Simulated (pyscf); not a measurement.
A first-order saddle from PySCF, ωB97X-D3(BJ)/def2-SVP:

```xyz
4

Cl    -1.4377     0.8781    -0.0198
In     0.9300    -0.0738    -0.5644
Cl     2.3986    -0.1663     1.2323
H     -0.5241     0.2182    -1.4862
```
Charge 0, spin multiplicity 1.

Surface: singlet, charge 0. Lowest wavenumbers (cm⁻¹): 1199i, 88, 295, 391, 393.

Problem. Name the species on either side of this saddle.

Solution. `[Cl][InH][Cl]` ⇌ `[ClH]` + `[Cl][In]` [singlet], a 1,1-elimination read from left to right: Cl–In, H–In broken and Cl–H formed. At CCSD(T)/def2-TZVPP + ΔMP2(QZVPP) it lies +178.7 kJ/mol from the left side and +150.4 kJ/mol from the right (each side as separated species at their lowest minima found). On the product side the descent ends in a complex, 17.5 kJ/mol under the separated species and 161.1 kJ/mol under the saddle at ωB97X-D3(BJ)/def2-TZVP. At ωB97X-D3(BJ) the barrier from the zero used here is 200.2 kJ/mol. This is the saddle that the search found; another between the same sides may lie lower. The CCSD(T) − MP2 part came from Ansatz, without density fitting, on the same reference. The frozen core leaves the outer d or s,p core shells of the metals and heavy elements correlated in the MP2 and CC values, and def2-TZVPP describes them poorly, which can shift differences by a few kcal/mol. Elements past Kr carry the def2 core potentials, without spin-orbit coupling.
